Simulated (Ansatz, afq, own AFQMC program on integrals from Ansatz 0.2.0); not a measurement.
# B2H2, triplet: AFQMC among the cluster methods

```xyz
4

B     0.0000    0.0000    2.4666
B     0.0000    0.0000   -3.0344
H     0.0000    1.0479    3.0450
H     0.0000   -1.0479    3.0450
```

Connectivity, by distances: BH2 ··· B.

Basis 6-31G. Noble-gas cores (and the filled d shells of Ga–Kr and In–Xe) are frozen. AFQMC by an in-house program on the Cholesky factors that Ansatz 0.2.0 writes for its CCSD(T) run. The CISD trial takes its coefficients from CCSD amplitudes. Released means that phaseless walkers are propagated on without the constraint, phases kept. ± is one standard error of the sampling.

Determinant: UHF, the one that the program's search chose, which needn't be the lowest solution. The geometry is a point of a scan.

Full CI on the same integrals is exact in this basis and with this determinant's frozen core.

Cautions: lower spins were not checked.

- T1 diagnostic: 0.0054
- weight of the determinant in the CISD state: 0.912
- ⟨S²⟩ of the determinant: 2.002
- size of the correlated space: 8 electrons in 20 orbitals

```csv
level,correlation energy (eV)
MP2,-1.6773
CCSD,-2.5808
CCSD(T),-2.6062
```

(1) Estimate where phaseless AFQMC with a CISD trial lies against CCSD(T) on the same integrals.

(1) 5.3 ± 1.3 meV below CCSD(T).

Reference: full CI, correlation energy -2.618 eV. The released energy is read at 2.40 1/Eh (meV from the phaseless value at times in 1/Eh: -1.4 ± 1.2 at 0.24, -2.4 ± 1.0 at 0.51, -3.0 ± 1.1 at 0.99, -4.6 ± 0.9 at 1.62, -4.7 ± 1.2 at 2.40).

| level | E − E(reference) (meV) | share of correlation (%) |
| --- | --- | --- |
| CCSD(T) | 12.3 | 99.53 |
| CCSDT | 0.3 | 99.99 |
| CCSDT(Q) | 0.0 | 100.00 |
| CCSDTQ | 0.0 | 100.00 |
| ph-AFQMC/CISD | 7.0 ± 1.3 | 99.73 |
| released AFQMC | 2.3 ± 1.2 | 99.91 |

CCSDT and higher add their correlation energy to the determinant of the CCSD(T) run, since their own runs factorise the integrals more tightly (a shift of under 2 meV). A walk keeps the symmetry of its determinant, which the program's search chose and which needn't be the lowest solution, so a lower state of the same spin and another symmetry isn't excluded. Released energies are given only where the last usable release times agree within the noise; a slower fall can still hide under it.
